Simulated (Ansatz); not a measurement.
Density of states of Ta₃N₅ (Cmcm, a = 3.872 Å, b = 10.261 Å, c = 10.296 Å, α = 90.00°, β = 90.00°, γ = 90.00°), in states per eV and primitive cell, averaged over bins of 0.5 eV. All numbers below come from DFT r2SCAN, scalar-relativistic, plane waves, PAW in Ansatz.

Settings: cutoff 500 eV, Γ-centred mesh 8×8×4 on the computed 16-atom cell, Gaussian smearing of 0.02 eV; no spin polarisation.

The cell is relaxed at this level. The states (both spins) are summed by tetrahedra on a 12×12×6 mesh at the self-consistent density. Energies are bin centres; the table starts no lower than −8 eV and ends at 6 eV, or lower where the solved bands end.

The gap is 1.60 eV at this level, with the zero inside it.

```
E − E_F (eV) total N 2p Ta 5d Ta 6s N 2s
       -7.00   4.38  2.59   1.31   0.32  0.05
       -6.50   8.82  5.27   2.72   0.53  0.12
       -6.00   9.95  5.89   3.54   0.21  0.12
       -5.50  15.99  9.57   5.81   0.16  0.13
       -5.00  13.11  8.23   4.35   0.13  0.14
       -4.50   8.74  5.59   2.70   0.14  0.14
       -4.00   7.14  4.77   1.94   0.18  0.14
       -3.50   8.36  5.94   1.95   0.13  0.16
       -3.00   9.48  7.09   1.88   0.11  0.18
       -2.50  11.45  8.94   1.88   0.15  0.20
       -2.00  10.71  9.01   1.18   0.11  0.13
       -1.50  10.32  9.06   0.81   0.07  0.11
       -1.00   1.54  1.39   0.09   0.01  0.02
       -0.50   0.00  0.00   0.00   0.00  0.00
        0.00   0.00  0.00   0.00   0.00  0.00
        0.50   0.00  0.00   0.00   0.00  0.00
        1.00   0.67  0.05   0.61   0.00  0.00
        1.50   4.59  0.52   3.83   0.10  0.05
        2.00   7.86  1.24   6.08   0.22  0.16
        2.50  12.16  1.78   9.63   0.20  0.26
        3.00  12.55  1.83   9.95   0.19  0.24
        3.50  12.84  2.31   9.60   0.28  0.28
        4.00   4.94  1.18   3.36   0.08  0.10
        4.50   7.56  2.16   4.59   0.16  0.26
        5.00   6.32  1.82   3.72   0.17  0.25
        5.50   2.84  0.59   1.18   0.35  0.33
```

The columns after the total are the main Löwdin projections on the occupied valence shells of the potentials; 2 others are left out. The rest of the total lies in those, in shells that are empty in the free atom, which aren't projected, and between the atoms.

Spin-orbit coupling is left out, which matters for the bands of heavy elements.

Cost: 1 run of about 11 core-minutes, on Intel Xeon Processor @ 2.70GHz (shared hosts).